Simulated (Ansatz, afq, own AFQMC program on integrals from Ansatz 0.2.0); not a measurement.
**NHO, singlet → NHO, triplet**

```xyz
3

N     0.0000    0.0665    0.6906
O     0.0000   -0.1060   -0.5388
H     0.0000    0.7576   -1.0437
```

Connectivity, by distances: N–OH.

E(triplet, charge +0) − E(singlet, charge +0) at this geometry, on RHF and UHF determinants.

Basis cc-pVDZ. Only valence electrons are correlated. Integrals, coupled cluster, full CI and functionals: Ansatz 0.2.0; the random walks run on the same integrals in our own AFQMC program. ph-AFQMC/CISD is guided by a CISD state made of CCSD amplitudes; releasing the constraint for a short imaginary time cuts its bias at the price of noise, slowly where states lie close. Error bars are statistical, one sigma. The errors of all members are added in quadrature.

No full CI on the walks' own integrals is used here; CCSDT(Q) serves as the reference and is uncertain by about the last step of the cluster series. Each member takes its own surest rung, up to full CI.

Errors are counted within cc-pVDZ, not against nature.

Cautions: NHO (singlet): another spin lies lower, restricted determinant unstable towards unrestricted (UHF 965 meV lower, ⟨S²⟩ 0.94), raised T1 diagnostic (T1 0.025, weight of the determinant 0.88, largest double 0.09), the ph-AFQMC/HF walk drifts between its halves (2.0 errors), CCSDT(Q) on the UHF determinant differs (665 meV lower), perhaps since the unrestricted series falls towards higher spin.

Reference (CCSDT(Q)): -0.646 eV.

```tsv
level	vertical spin gap (eV)	error against CCSDT(Q) (eV)
HF	-1.693	-1.047
MP2	-0.788	-0.142
CCSD	-0.776	-0.130
CCSD(T)	-0.672	-0.027
CCSDT	-0.661	-0.015
ph-AFQMC/CISD	-0.675 ± 0.023	-0.029 ± 0.023
released AFQMC	-0.682 ± 0.041	-0.036 ± 0.041
```

Correlation beyond CCSD(T) adds 0.027 eV. The perturbative (T) step is worth +0.103 eV.

A walk keeps the symmetry of its determinant, which the program's search chose and which needn't be the lowest solution, so a lower state of the same spin and another symmetry isn't excluded. Released energies are given only where the last usable release times agree within the noise; a slower fall can still hide under it.
